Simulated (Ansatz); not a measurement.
# C2H6S: the cost of one run

Program: Ansatz 0.2.0. Level of theory: the levels named in each step. These are calculated values, not measurements.

## (1) The system as given

Bond lengths: C1–C2 1.516 Å, C2–S3 1.829 Å, C1–H4 1.088 Å, C1–H5 1.089 Å, C1–H6 1.088 Å, C2–H7 1.089 Å, C2–H8 1.090 Å, S3–H9 1.332 Å. Angles: C1–C2–S3 112.3°, C1–C2–H7 111.2°, C1–C2–H8 111.7°, S3–C2–H7 104.5°, S3–C2–H8 107.8°, H7–C2–H8 109.0°, C2–C1–H4 109.9°, C2–C1–H5 110.8°, C2–C1–H6 110.4°, H4–C1–H5 108.6°, H4–C1–H6 108.6°, H5–C1–H6 108.5°, C2–S3–H9 96.0°.

Structure file:

```xyz
9

C    -1.5263    0.8072   -0.2723
C    -0.6376   -0.4042   -0.4743
S     0.9807   -0.2231    0.3595
H    -2.4982    0.6336   -0.7303
H    -1.0819    1.6915   -0.7259
H    -1.6709    0.9996    0.7882
H    -1.0776   -1.2946   -0.0266
H    -0.4484   -0.5943   -1.5309
H     1.3642    0.8604   -0.3129
```

## (2) A rough first relaxation, PBE-D4/def2-SVP

This run stands in another session on the same molecule. It ended at:

```xyz
9

C    -1.5453    0.8095   -0.2702
C    -0.6214   -0.3878   -0.4660
S     1.0046   -0.2401    0.3786
H    -2.5293    0.6297   -0.7534
H    -1.1141    1.7278   -0.7196
H    -1.7153    1.0102    0.8063
H    -1.0623   -1.3056   -0.0244
H    -0.4549   -0.6039   -1.5416
H     1.4422    0.8362   -0.3353
```

## (3) Relaxation, HF/STO-3G

input.yaml

```yaml
crystal:
  periodic: [false, false, false]
  atoms:
    - { symbol: C, position_ang: [-1.54534942, 0.80949721, -0.27021743] }
    - { symbol: C, position_ang: [-0.62142044, -0.38779792, -0.46596662] }
    - { symbol: S, position_ang: [1.00457599, -0.24006953, 0.37864591] }
    - { symbol: H, position_ang: [-2.5293318, 0.62969592, -0.75342983] }
    - { symbol: H, position_ang: [-1.11405215, 1.72784524, -0.7196036] }
    - { symbol: H, position_ang: [-1.71534702, 1.01021328, 0.80633061] }
    - { symbol: H, position_ang: [-1.06227713, -1.30564631, -0.02439485] }
    - { symbol: H, position_ang: [-0.45492336, -0.60385647, -1.54155093] }
    - { symbol: H, position_ang: [1.44221531, 0.83618858, -0.33531326] }
basis:
  gaussian: { orbitals: STO-3G }
hamiltonian:
  xc: hf
relax:
  f_tol: 0.002
  max_steps: 150
```

Run with:

```bash
> ansatz run input.yaml --threads 2 --pin off --max-ram 5120MiB --backend cpu --events-out ev --progress --plain --runs-dir out
```

Q: Estimate wall time and peak memory on 2 threads of Intel Xeon at 2.70GHz, shared host.

About 2.9 s, with a peak of 0.1 GiB.
